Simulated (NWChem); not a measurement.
# fluorine (F$_{2}$); SMILES FF

All runs: NWChem. Pople sets run with spherical d functions. Each level has its own optimisation. Entropies are gas-phase, rigid-rotor, harmonic values for NWChem's default masses at 298.15 K and 1 bar, so the errors hold that model's part too (torsions, anharmonicity).

Measured entropy at 1 bar: 48.5 cal/(mol K) (CRC Handbook, as tabulated in the package chemicals).

```json
[
 {"level": "Hartree-Fock/STO-3G", "entropy at 1 bar (cal/(mol K))": "48.0", "computed − measured": "-0.5"},
 {"level": "Hartree-Fock/3-21G", "entropy at 1 bar (cal/(mol K))": "48.3", "computed − measured": "-0.2"},
 {"level": "Hartree-Fock/6-31G*", "entropy at 1 bar (cal/(mol K))": "48.1", "computed − measured": "-0.4"},
 {"level": "B3LYP/6-31G*", "entropy at 1 bar (cal/(mol K))": "48.3", "computed − measured": "-0.2"},
 {"level": "LDA (Slater exchange, VWN5)/def2-SVP", "entropy at 1 bar (cal/(mol K))": "48.3", "computed − measured": "-0.2"},
 {"level": "PBE/def2-SVP", "entropy at 1 bar (cal/(mol K))": "48.4", "computed − measured": "-0.1"},
 {"level": "PBE0/def2-SVP", "entropy at 1 bar (cal/(mol K))": "48.2", "computed − measured": "-0.3"}
]
```
